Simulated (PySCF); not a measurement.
## F, SMILES `[F]` (charge 0, multiplicity 2)

Level of theory: PBE0-D4/def2-TZVP run with PySCF.

- highest occupied spin orbital: -12.46 eV
- dipole moment: 0.00 D
- total energy: -99.6762 Ha
- cost: roughly 2.6 core-seconds

```xyz
1

F      0.0000     0.0000     0.0000
```
Charge 0, spin multiplicity 2.
